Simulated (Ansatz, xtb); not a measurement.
**Relaxing a trial structure of CH4MgSi**

The starting geometry of this gas-phase singlet was built from a drawn formula by distance geometry and a force field; its bonds are those of `[MgH][C][SiH3]`.

```xyz
7

C    -1.0557    2.7034   -1.4354
Mg   -3.1656    2.3722   -1.7151
Si   -0.0954    1.2666   -2.1298
H    -4.9371    2.0847   -1.9471
H    -0.4154    1.1149   -3.5488
H    -0.4805    0.0587   -1.3775
H     1.2963    1.4748   -1.9407
```

Predict what becomes of its bonds when it is optimised with r2SCAN-D4/def2-SVP.

It rearranges to `[MgH][CH]=[SiH2]`. Contacts that open: Si3–H6 (1.47 → 2.39 Å). Contacts that close: C1–H6 (2.71 → 1.10 Å).

The energy falls by 3.57 eV over 24 steps:

```csv
step,E − E(last) (eV)
1,3.569
4,3.256
6,3.075
9,2.316
11,1.869
14,1.016
16,0.294
19,0.018
21,0.005
24,0.000
```

Final geometry (Å):

```xyz
7

C    -1.2221    1.5529   -1.2830
Mg   -3.1747    1.9654   -1.7945
Si    0.0195    1.3321   -2.4471
H    -4.7848    2.3064   -2.2319
H    -0.2632    1.4294   -3.9098
H    -0.8893    1.4567   -0.2362
H     1.4613    1.0325   -2.1917
```

From the same start GFN2-xTB reaches the same bonding as this run.

No frequencies were run, so the end isn't proven a minimum. Run with Ansatz 0.2.0, 82 s on 2 threads of Intel(R) Xeon(R) Processor @ 2.50GHz (Skylake/Cascade Lake), on a shared host.
